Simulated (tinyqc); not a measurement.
Worked calculation: coupled-perturbed Hartree-Fock on RHF in the sto-3g basis, for LiH, spin multiplicity 1. One step of it, computed by the program tinyqc.

Task: Response to a field: uncoupled start. Field along y; U_ai = -mu_ai / (e_a - e_i), alpha = -4 sum U_ai mu_ai.

orbital energies (hartree): [-2.351915, -0.275018, 0.077020, 0.163808, 0.163808, 0.513759]

dipole integrals <a|y|i> (bohr), order a3, a4, a5, a6:
```
[[0.000000, 0.000000],
 [0.159331, 0.756423],
 [0.131233, 0.623029],
 [0.000000, 0.000000]]
```

Give: uncoupled U; uncoupled polarisability.

Result:

uncoupled U, order a3, a4, a5, a6:
```
[[0.000, 0.000],
 [-0.063, -1.724],
 [-0.052, -1.420],
 [0.000, 0.000]]
```

uncoupled polarisability = 8.821 bohr^3
